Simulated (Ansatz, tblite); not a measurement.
# The cluster B₃H₃−: rung by rung, part 1 of 2

How do method and basis change the picture of the cluster B₃H₃− (doublet)?

Computed with Ansatz 0.2.0, Gaussian basis. Level: as each input shows.

The runs, in order: GFN1-xTB, GFN2-xTB, PBE-D4/def2-TZVPD, r2SCAN-D4/def2-TZVPD, revPBE-D4/def2-TZVPD, LDA/def2-TZVPD, r2SCANh-D4/def2-TZVPD, CAM-B3LYP-D4/def2-TZVPD, B3LYP-D4/def2-TZVPD, PBE+5HF/def2-TZVPD, PBE+10HF/def2-TZVPD, PBE+15HF/def2-TZVPD, PBE+35HF/def2-TZVPD, PBE+50HF/def2-TZVPD, PBE-D4/def2-SVPD, PBE0-D4/def2-SVPD, CCSD(T)/def2-TZVPPD, MP2/def2-TZVPD, RPA/def2-TZVPD.

### Step 1. The relaxed structure

The geometry is that of the doublet, from an earlier relaxation (r2SCAN-D4/def2-TZVPD). At that level it is the lowest of the isomers that a small search found.

6 atoms, charge -1, spin multiplicity 2.

Bond lengths: B1–B2 1.552 Å, B1–B3 1.735 Å, B1–H4 1.197 Å, B2–B3 1.553 Å, B2–H5 1.202 Å, B3–H6 1.197 Å. Angles: B2–B1–B3 56.1°, B2–B1–H4 178.7°, B3–B1–H4 125.2°, B1–B2–B3 67.9°, B1–B2–H5 146.2°, B3–B2–H5 145.9°, B1–B3–B2 56.0°, B1–B3–H6 125.4°, B2–B3–H6 178.6°.

The ion is computed in the gas phase, without counter-ions or solvent.

PBE0-D4/def2-TZVPD was run before; its log isn't repeated, and its numbers join the tables.

### Step 2. GFN1-xTB

Tight binding, by tblite at 300 K electronic temperature and without a spin-polarisation term:

```python
tblite.interface.Calculator('GFN1-xTB', numbers, positions, charge=-1, uhf=1).singlepoint()
```

Energy -160.9595 eV; 0.009 s.

### Step 3. GFN2-xTB

Tight binding, by tblite at 300 K electronic temperature and without a spin-polarisation term:

```python
tblite.interface.Calculator('GFN2-xTB', numbers, positions, charge=-1, uhf=1).singlepoint()
```

Energy -142.4473 eV; 0.002 s.

### Step 4. PBE-D4/def2-TZVPD

start.molden holds the orbitals of an earlier run on this state, given as this run's starting guess.

in.yaml reads:

```yaml
crystal:
  periodic: [false, false, false]
  atoms:
    - {symbol: B, position_ang: [-0.431346, -0.691183, 0.427126]}
    - {symbol: B, position_ang: [0.213485, -0.271704, -0.921060]}
    - {symbol: B, position_ang: [0.301053, 0.856061, 0.143243]}
    - {symbol: H, position_ang: [-0.935781, -1.038556, 1.456057]}
    - {symbol: H, position_ang: [0.470049, -0.597185, -2.049473]}
    - {symbol: H, position_ang: [0.382541, 1.742567, 0.944097]}
basis:
  gaussian: {orbitals: def2-TZVPD, initial_orbitals: start.molden}
total_charge: -1
magnetization: {spin_polarized: true, initial_magnetization: 1}
hamiltonian: {xc: pbe, dispersion: d4}
scf: {omitted_lower_state_checks: [starts]}
output: {forces: true, orbitals: {seedname: orbitals}}
```

On the command line:

```sh
ansatz run in.yaml --threads 4 --pin off --events-out ev --progress --plain --max-ram 3916MiB
```

Output:

```text
Functional definition: PBE
  name "PBE"
  cite "Perdew, Burke & Ernzerhof, Phys. Rev. Lett. 77, 3865 (1996) doi:10.1103/PhysRevLett.77.3865"
  parent pbe
  parameter kappa = 0.804
  parameter beta = 0.06672455060314922
  exchange = pbe_x(kappa = kappa, mu = beta*pi^2/3)
  correlation = pbe_c(beta = beta)
these checks for a lower state are left out or cut short: starts
648 factors; their error is unknown
mean field evaluation 1: about -2072.8190 eV, gradient 3.7e0 eV
mean field evaluation 2: about -2072.8648 eV, gradient 5.4e-2 eV
mean field evaluation 4: about -2072.8543 eV, gradient 2.7e-4 eV
mean field -2072.85433102 eV, -76.1759916339 hartree, gradient 1.8e-5 eV, S^2 0.755566; 0 other end points of the search recorded, 0 dependent functions left out
the calculation of the forces begins
reference -2072.85438494 eV, -76.1759936154 hartree; 10, 9 occupied and 128, 129 virtual orbitals, 648 factors
Total energy: -2072.94932685 eV, -76.1794826661 hartree
Atom 0 at    -0.431346    -0.691183     0.427126 Å, force    -0.007887    -0.025248    -0.011939 eV/Å
Atom 1 at     0.213485    -0.271704    -0.921060 Å, force     0.006728    -0.009408    -0.051263 eV/Å
Atom 2 at     0.301053     0.856061     0.143243 Å, force     0.014691     0.013316    -0.021357 eV/Å
Atom 3 at    -0.935781    -1.038556     1.456057 Å, force    -0.061973    -0.043872     0.132162 eV/Å
Atom 4 at     0.470049    -0.597185    -2.049473 Å, force     0.038527    -0.046385    -0.150719 eV/Å
Atom 5 at     0.382541     1.742567     0.944097 Å, force     0.009915     0.111596     0.103115 eV/Å
Dipole moment:    -0.037105     0.048059     0.159520 e Å
Checks for a lower state left out: starts
```

Wall time 1.5 s (4 threads of Arm Neoverse V1, shared host).

From the report: HOMO 0.81 eV, LUMO 2.04 eV (over both spins); ⟨S²⟩ 0.756 (pure: 0.75). Doubts: highest occupied level lies above zero.

### Step 5. r2SCAN-D4/def2-TZVPD

in.yaml: that of step 4 with these lines changed.

```diff
@@ -13,4 +13,4 @@
 magnetization: {spin_polarized: true, initial_magnetization: 1}
-hamiltonian: {xc: pbe, dispersion: d4}
+hamiltonian: {xc: r2scan, dispersion: d4}
 scf: {omitted_lower_state_checks: [starts]}
-output: {forces: true, orbitals: {seedname: orbitals}}
+output: {orbitals: {seedname: orbitals}}
```

Same command.

Output:

```text
Functional definition: r2SCAN
  name "r2SCAN"
  cite "Furness, Kaplan, Ning, Perdew & Sun, J. Phys. Chem. Lett. 11, 8208 (2020) doi:10.1021/acs.jpclett.0c02405"
  cite "Furness, Kaplan, Ning, Perdew & Sun, J. Phys. Chem. Lett. 11, 9248 (2020) doi:10.1021/acs.jpclett.0c03077"
  parent r2scan
  parameter k0 = 0.174
  parameter k1 = 0.065
  parameter a1 = 4.9479
  exchange = r2scan_x(k0 = k0, k1 = k1, a1 = a1)
  correlation = r2scan_c
these checks for a lower state are left out or cut short: starts
648 factors; their error is unknown
mean field evaluation 1: about -2075.0030 eV, gradient 2.4e0 eV
mean field evaluation 2: about -2075.0260 eV, gradient 2.2e-2 eV
mean field evaluation 4: about -2075.0174 eV, gradient 1.4e-4 eV
mean field -2075.01738765 eV, -76.2554824987 hartree, gradient 2.6e-5 eV, S^2 0.762258; 0 other end points of the search recorded, 0 dependent functions left out
reference -2075.01741163 eV, -76.2554833802 hartree; 10, 9 occupied and 128, 129 virtual orbitals, 648 factors
Total energy: -2075.03870199 eV, -76.2562657864 hartree
Checks for a lower state left out: starts
```

It took 2.6 s on 4 threads of Arm Neoverse V1, shared host.

HOMO 0.50 eV, LUMO 2.56 eV (over both spins); ⟨S²⟩ 0.762 (pure: 0.75). Doubts: highest occupied level lies above zero.

### Step 6. revPBE-D4/def2-TZVPD

in.yaml: that of step 5 with these lines changed.

```diff
@@ -13,3 +13,3 @@
 magnetization: {spin_polarized: true, initial_magnetization: 1}
-hamiltonian: {xc: r2scan, dispersion: d4}
+hamiltonian: {xc: {name: revPBE}, dispersion: d4}
 scf: {omitted_lower_state_checks: [starts]}
```

The command is unchanged.

Output:

```text
Functional definition: revPBE
  name "revPBE"
  cite "Zhang & Yang, Phys. Rev. Lett. 80, 890 (1998) doi:10.1103/PhysRevLett.80.890"
  cite "Perdew, Burke & Ernzerhof, Phys. Rev. Lett. 77, 3865 (1996) doi:10.1103/PhysRevLett.77.3865"
  parameter kappa = 1.245
  parameter beta = 0.06672455060314922
  exchange = pbe_x(kappa = kappa, mu = beta*pi^2/3)
  correlation = pbe_c(beta = beta)
these checks for a lower state are left out or cut short: starts
648 factors; their error is unknown
mean field evaluation 1: about -2075.9228 eV, gradient 3.9e0 eV
mean field evaluation 2: about -2075.9574 eV, gradient 5.3e-2 eV
mean field evaluation 4: about -2075.9470 eV, gradient 2.8e-4 eV
mean field -2075.94704601 eV, -76.2896468133 hartree, gradient 1.7e-5 eV, S^2 0.756259; 0 other end points of the search recorded, 0 dependent functions left out
reference -2075.94711310 eV, -76.2896492789 hartree; 10, 9 occupied and 128, 129 virtual orbitals, 648 factors
Total energy: -2076.25905914 eV, -76.3011130845 hartree
Checks for a lower state left out: starts
```

Run time: 1.4 s. Hardware: 4 threads of Arm Neoverse V1, shared host.

HOMO 0.85 eV, LUMO 2.15 eV (over both spins); ⟨S²⟩ 0.756 (pure: 0.75). Doubts: highest occupied level lies above zero.

### Step 7. LDA/def2-TZVPD

in.yaml: that of step 6 with these lines changed.

```diff
@@ -13,3 +13,3 @@
 magnetization: {spin_polarized: true, initial_magnetization: 1}
-hamiltonian: {xc: {name: revPBE}, dispersion: d4}
+hamiltonian: {xc: lda}
 scf: {omitted_lower_state_checks: [starts]}
```

Same command.

Output:

```text
Functional definition: SPW92
  name "SPW92"
  cite "Dirac, Proc. Camb. Phil. Soc. 26, 376 (1930) doi:10.1017/S0305004100016108"
  cite "Slater, Phys. Rev. 81, 385 (1951) doi:10.1103/PhysRev.81.385"
  cite "Perdew & Wang, Phys. Rev. B 45, 13244 (1992) doi:10.1103/PhysRevB.45.13244"
  exchange = slater_x
  correlation = pw_c
these checks for a lower state are left out or cut short: starts
648 factors; their error is unknown
mean field evaluation 1: about -2052.3739 eV, gradient 1.6e1 eV
mean field evaluation 2: about -2052.6180 eV, gradient 3.3e-1 eV
mean field evaluation 4: about -2052.6103 eV, gradient 1.5e-1 eV
mean field evaluation 8: about -2052.6103 eV, gradient 1.6e-5 eV
mean field -2052.61034521 eV, -75.4320388770 hartree, gradient 1.6e-5 eV, S^2 0.752931; 0 other end points of the search recorded, 0 dependent functions left out
reference -2052.61039496 eV, -75.4320407054 hartree; 10, 9 occupied and 128, 129 virtual orbitals, 648 factors
Total energy: -2052.61039496 eV, -75.4320407054 hartree
Checks for a lower state left out: starts
```

It took 0.71 s on 4 threads of Arm Neoverse V1, shared host.

From the report: HOMO 0.78 eV, LUMO 1.64 eV (over both spins); ⟨S²⟩ 0.753 (pure: 0.75). Doubts: highest occupied level lies above zero.

### Step 8. r2SCANh-D4/def2-TZVPD

in.yaml: that of step 7 with these lines changed.

```diff
@@ -13,3 +13,3 @@
 magnetization: {spin_polarized: true, initial_magnetization: 1}
-hamiltonian: {xc: lda}
+hamiltonian: {xc: {name: r2SCANh}, dispersion: d4}
 scf: {omitted_lower_state_checks: [starts]}
```

Same command.

Output (excerpt; [...] marks lines left out):

```text
Functional definition: r2SCANh
  name "r2SCANh"
  cite "Bursch, Neugebauer, Ehlert & Grimme, J. Chem. Phys. 156, 134105 (2022) doi:10.1063/5.0086040"
  cite "Furness, Kaplan, Ning, Perdew & Sun, J. Phys. Chem. Lett. 11, 8208 (2020) doi:10.1021/acs.jpclett.0c02405"
  cite "Furness, Kaplan, Ning, Perdew & Sun, J. Phys. Chem. Lett. 11, 9248 (2020) doi:10.1021/acs.jpclett.0c03077"
  parent r2scan
[...]
648 factors; their error is unknown
[...]
mean field -2074.95671899 eV, -76.2532529667 hartree, gradient 2.4e-5 eV, S^2 0.763153; 0 other end points of the search recorded, 0 dependent functions left out
reference -2074.95674040 eV, -76.2532537534 hartree; 10, 9 occupied and 128, 129 virtual orbitals, 648 factors
Total energy: -2074.97936085 eV, -76.2540850397 hartree
Checks for a lower state left out: starts
```

Run time: 2.7 s. Hardware: 4 threads of Arm Neoverse V1, shared host.

HOMO 0.09 eV, LUMO 2.88 eV (over both spins); ⟨S²⟩ 0.763 (pure: 0.75). Doubts: highest occupied level lies above zero.

### Step 9. CAM-B3LYP-D4/def2-TZVPD

in.yaml: that of step 8 with these lines changed.

```diff
@@ -13,3 +13,3 @@
 magnetization: {spin_polarized: true, initial_magnetization: 1}
-hamiltonian: {xc: {name: r2SCANh}, dispersion: d4}
+hamiltonian: {xc: {name: CAM-B3LYP}, dispersion: d4}
 scf: {omitted_lower_state_checks: [starts]}
```

Launched as before.

Output (excerpt; [...] marks lines left out):

```text
Functional definition: CAM-B3LYP
  name "CAM-B3LYP"
  cite "Yanai, Tew & Handy, Chem. Phys. Lett. 393, 51 (2004) doi:10.1016/j.cplett.2004.06.011"
  cite "Iikura, Tsuneda, Yanai & Hirao, J. Chem. Phys. 115, 3540 (2001) doi:10.1063/1.1383587"
  cite "Becke, Phys. Rev. A 38, 3098 (1988) doi:10.1103/PhysRevA.38.3098"
  cite "Lee, Yang & Parr, Phys. Rev. B 37, 785 (1988) doi:10.1103/PhysRevB.37.785"
  cite "Vosko, Wilk & Nusair, Can. J. Phys. 58, 1200 (1980) doi:10.1139/p80-159"
[...]
  # Exact exchange under (alpha + beta erf(omega r))/r, Becke's under what is left of 1/r.
[...]
648 factors; their error is unknown
309 factors; integrals over basis functions are off by at most 1.3e-5 eV
[...]
mean field -2074.67601102 eV, -76.2429371389 hartree, gradient 3.3e-5 eV, S^2 0.758592; 0 other end points of the search recorded, 0 dependent functions left out
reference -2074.67613569 eV, -76.2429417206 hartree; 10, 9 occupied and 128, 129 virtual orbitals, 648 factors
Total energy: -2074.75492557 eV, -76.2458371955 hartree
Checks for a lower state left out: starts
```

Run time: 3.1 s. Hardware: 4 threads of Arm Neoverse V1, shared host.

HOMO -1.44 eV, LUMO 3.86 eV (over both spins); ⟨S²⟩ 0.759 (pure: 0.75).

### Step 10. B3LYP-D4/def2-TZVPD

in.yaml: that of step 9 with these lines changed.

```diff
@@ -13,3 +13,3 @@
 magnetization: {spin_polarized: true, initial_magnetization: 1}
-hamiltonian: {xc: {name: CAM-B3LYP}, dispersion: d4}
+hamiltonian: {xc: {name: B3LYP}, dispersion: d4}
 scf: {omitted_lower_state_checks: [starts]}
```

Launched as before.

Output (excerpt; [...] marks lines left out):

```text
Functional definition: B3LYP
  name "B3LYP"
  cite "Stephens, Devlin, Chabalowski & Frisch, J. Phys. Chem. 98, 11623 (1994) doi:10.1021/j100096a001"
  cite "Becke, Phys. Rev. A 38, 3098 (1988) doi:10.1103/PhysRevA.38.3098"
  cite "Lee, Yang & Parr, Phys. Rev. B 37, 785 (1988) doi:10.1103/PhysRevB.37.785"
  cite "Vosko, Wilk & Nusair, Can. J. Phys. 58, 1200 (1980) doi:10.1139/p80-159"
[...]
648 factors; their error is unknown
[...]
mean field -2076.80611032 eV, -76.3212168445 hartree, gradient 2.8e-5 eV, S^2 0.756314; 0 other end points of the search recorded, 0 dependent functions left out
reference -2076.80636787 eV, -76.3212263093 hartree; 10, 9 occupied and 128, 129 virtual orbitals, 648 factors
Total energy: -2076.96144042 eV, -76.3269251202 hartree
Checks for a lower state left out: starts
```

Wall time 1.6 s (4 threads of Arm Neoverse V1, shared host).

From the report: HOMO 0.02 eV, LUMO 2.69 eV (over both spins); ⟨S²⟩ 0.756 (pure: 0.75). Doubts: highest occupied level lies above zero.

### Step 11. PBE+5HF/def2-TZVPD

in.yaml: that of step 10 with these lines changed.

```diff
@@ -13,3 +13,3 @@
 magnetization: {spin_polarized: true, initial_magnetization: 1}
-hamiltonian: {xc: {name: B3LYP}, dispersion: d4}
+hamiltonian: {xc: {text: "exchange = 0.95*pbe_x + 0.05*exact_x\ncorrelation = pbe_c"}}
 scf: {omitted_lower_state_checks: [starts]}
```

Same command.

Output:

```text
Functional definition: unnamed
  exchange = 0.95*pbe_x + 0.05*exact_x
  correlation = pbe_c
these checks for a lower state are left out or cut short: starts
648 factors; their error is unknown
mean field evaluation 1: about -2072.9201 eV, gradient 2.9e0 eV
mean field evaluation 2: about -2072.9492 eV, gradient 3.6e-2 eV
mean field evaluation 4: about -2072.9408 eV, gradient 1.9e-4 eV
mean field -2072.94077403 eV, -76.1791683560 hartree, gradient 2.7e-5 eV, S^2 0.756199; 0 other end points of the search recorded, 0 dependent functions left out
reference -2072.94082474 eV, -76.1791702195 hartree; 10, 9 occupied and 128, 129 virtual orbitals, 648 factors
Total energy: -2072.94082474 eV, -76.1791702195 hartree
Checks for a lower state left out: starts
```

It took 1.5 s on 4 threads of Arm Neoverse V1, shared host.

From the report: HOMO 0.60 eV, LUMO 2.24 eV (over both spins); ⟨S²⟩ 0.756 (pure: 0.75). Doubts: highest occupied level lies above zero.

### Step 12. PBE+10HF/def2-TZVPD

in.yaml: that of step 11 with these lines changed.

```diff
@@ -13,3 +13,3 @@
 magnetization: {spin_polarized: true, initial_magnetization: 1}
-hamiltonian: {xc: {text: "exchange = 0.95*pbe_x + 0.05*exact_x\ncorrelation = pbe_c"}}
+hamiltonian: {xc: {text: "exchange = 0.90*pbe_x + 0.10*exact_x\ncorrelation = pbe_c"}}
 scf: {omitted_lower_state_checks: [starts]}
```

Same command.

Output:

```text
Functional definition: unnamed
  exchange = 0.90*pbe_x + 0.10*exact_x
  correlation = pbe_c
these checks for a lower state are left out or cut short: starts
648 factors; their error is unknown
mean field evaluation 1: about -2073.0212 eV, gradient 2.2e0 eV
mean field evaluation 2: about -2073.0374 eV, gradient 2.2e-2 eV
mean field evaluation 4: about -2073.0311 eV, gradient 1.0e-4 eV
mean field -2073.03109576 eV, -76.1824876181 hartree, gradient 1.7e-5 eV, S^2 0.756865; 0 other end points of the search recorded, 0 dependent functions left out
reference -2073.03114332 eV, -76.1824893659 hartree; 10, 9 occupied and 128, 129 virtual orbitals, 648 factors
Total energy: -2073.03114332 eV, -76.1824893659 hartree
Checks for a lower state left out: starts
```

It took 1.5 s on 4 threads of Arm Neoverse V1, shared host.

From the report: HOMO 0.39 eV, LUMO 2.43 eV (over both spins); ⟨S²⟩ 0.757 (pure: 0.75). Doubts: highest occupied level lies above zero.

### Step 13. PBE+15HF/def2-TZVPD

in.yaml: that of step 12 with these lines changed.

```diff
@@ -13,3 +13,3 @@
 magnetization: {spin_polarized: true, initial_magnetization: 1}
-hamiltonian: {xc: {text: "exchange = 0.90*pbe_x + 0.10*exact_x\ncorrelation = pbe_c"}}
+hamiltonian: {xc: {text: "exchange = 0.85*pbe_x + 0.15*exact_x\ncorrelation = pbe_c"}}
 scf: {omitted_lower_state_checks: [starts]}
```

The command is unchanged.

Output:

```text
Functional definition: unnamed
  exchange = 0.85*pbe_x + 0.15*exact_x
  correlation = pbe_c
these checks for a lower state are left out or cut short: starts
648 factors; their error is unknown
mean field evaluation 1: about -2073.1223 eV, gradient 1.5e0 eV
mean field evaluation 2: about -2073.1295 eV, gradient 8.8e-3 eV
mean field evaluation 4: about -2073.1252 eV, gradient 8.6e-5 eV
mean field -2073.12521642 eV, -76.1859464886 hartree, gradient 1.8e-5 eV, S^2 0.757563; 0 other end points of the search recorded, 0 dependent functions left out
reference -2073.12526090 eV, -76.1859481233 hartree; 10, 9 occupied and 128, 129 virtual orbitals, 648 factors
Total energy: -2073.12526090 eV, -76.1859481233 hartree
Checks for a lower state left out: starts
```

Run time: 1.5 s. Hardware: 4 threads of Arm Neoverse V1, shared host.

Report: HOMO 0.17 eV, LUMO 2.62 eV (over both spins); ⟨S²⟩ 0.758 (pure: 0.75). Doubts: highest occupied level lies above zero.

### Step 14. PBE+35HF/def2-TZVPD

in.yaml: that of step 13 with these lines changed.

```diff
@@ -13,3 +13,3 @@
 magnetization: {spin_polarized: true, initial_magnetization: 1}
-hamiltonian: {xc: {text: "exchange = 0.85*pbe_x + 0.15*exact_x\ncorrelation = pbe_c"}}
+hamiltonian: {xc: {text: "exchange = 0.65*pbe_x + 0.35*exact_x\ncorrelation = pbe_c"}}
 scf: {omitted_lower_state_checks: [starts]}
```

Same command.

Output:

```text
Functional definition: unnamed
  exchange = 0.65*pbe_x + 0.35*exact_x
  correlation = pbe_c
these checks for a lower state are left out or cut short: starts
717 factors; their error is unknown
mean field evaluation 1: about -2073.5268 eV, gradient 1.5e0 eV
mean field evaluation 2: about -2073.5341 eV, gradient 8.9e-3 eV
mean field evaluation 4: about -2073.5383 eV, gradient 8.4e-5 eV
mean field -2073.53824980 eV, -76.2011251853 hartree, gradient 2.0e-5 eV, S^2 0.760610; 0 other end points of the search recorded, 0 dependent functions left out
reference -2073.53828272 eV, -76.2011263952 hartree; 10, 9 occupied and 128, 129 virtual orbitals, 717 factors
Total energy: -2073.53828272 eV, -76.2011263952 hartree
Checks for a lower state left out: starts
```

Run time: 1.5 s. Hardware: 4 threads of Arm Neoverse V1, shared host.

HOMO -0.70 eV, LUMO 3.36 eV (over both spins); ⟨S²⟩ 0.761 (pure: 0.75).

### Step 15. PBE+50HF/def2-TZVPD

in.yaml: that of step 14 with these lines changed.

```diff
@@ -13,3 +13,3 @@
 magnetization: {spin_polarized: true, initial_magnetization: 1}
-hamiltonian: {xc: {text: "exchange = 0.65*pbe_x + 0.35*exact_x\ncorrelation = pbe_c"}}
+hamiltonian: {xc: {text: "exchange = 0.50*pbe_x + 0.50*exact_x\ncorrelation = pbe_c"}}
 scf: {omitted_lower_state_checks: [starts]}
```

Launched as before.

Output:

```text
Functional definition: unnamed
  exchange = 0.50*pbe_x + 0.50*exact_x
  correlation = pbe_c
these checks for a lower state are left out or cut short: starts
774 factors; their error is unknown
mean field evaluation 1: about -2073.8301 eV, gradient 3.7e0 eV
mean field evaluation 2: about -2073.8739 eV, gradient 5.2e-2 eV
mean field evaluation 4: about -2073.8844 eV, gradient 2.0e-4 eV
mean field -2073.88442267 eV, -76.2138468039 hartree, gradient 2.6e-5 eV, S^2 0.763100; 0 other end points of the search recorded, 0 dependent functions left out
reference -2073.88444750 eV, -76.2138477161 hartree; 10, 9 occupied and 128, 129 virtual orbitals, 774 factors
Total energy: -2073.88444750 eV, -76.2138477161 hartree
Checks for a lower state left out: starts
```

It took 1.5 s on 4 threads of Arm Neoverse V1, shared host.

From the report: HOMO -1.36 eV, LUMO 3.85 eV (over both spins); ⟨S²⟩ 0.763 (pure: 0.75).

### Step 16. PBE-D4/def2-SVPD

in.yaml: that of step 15 with these lines changed.

```diff
@@ -10,6 +10,6 @@
 basis:
-  gaussian: {orbitals: def2-TZVPD, initial_orbitals: start.molden}
+  gaussian: {orbitals: def2-SVPD, initial_orbitals: start.molden}
 total_charge: -1
 magnetization: {spin_polarized: true, initial_magnetization: 1}
-hamiltonian: {xc: {text: "exchange = 0.50*pbe_x + 0.50*exact_x\ncorrelation = pbe_c"}}
+hamiltonian: {xc: pbe, dispersion: d4}
 scf: {omitted_lower_state_checks: [starts]}
```

Launched as before.

Output:

```text
Functional definition: PBE
  name "PBE"
  cite "Perdew, Burke & Ernzerhof, Phys. Rev. Lett. 77, 3865 (1996) doi:10.1103/PhysRevLett.77.3865"
  parent pbe
  parameter kappa = 0.804
  parameter beta = 0.06672455060314922
  exchange = pbe_x(kappa = kappa, mu = beta*pi^2/3)
  correlation = pbe_c(beta = beta)
these checks for a lower state are left out or cut short: starts
669 factors; their error is unknown
mean field evaluation 1: about -2070.5399 eV, gradient 3.3e0 eV
mean field evaluation 2: about -2070.6350 eV, gradient 8.4e-2 eV
mean field evaluation 4: about -2070.6223 eV, gradient 1.7e-4 eV
mean field -2070.62232107 eV, -76.0939667811 hartree, gradient 1.9e-5 eV, S^2 0.755310; 0 other end points of the search recorded, 0 dependent functions left out
reference -2070.62237119 eV, -76.0939686230 hartree; 10, 9 occupied and 74, 75 virtual orbitals, 669 factors
Total energy: -2070.71731310 eV, -76.0974576737 hartree
Checks for a lower state left out: starts
```

Wall time 0.76 s (4 threads of Arm Neoverse V1, shared host).

From the report: HOMO 0.91 eV, LUMO 2.14 eV (over both spins); ⟨S²⟩ 0.755 (pure: 0.75). Doubts: highest occupied level lies above zero.

(Continued in part 2 of 2.)
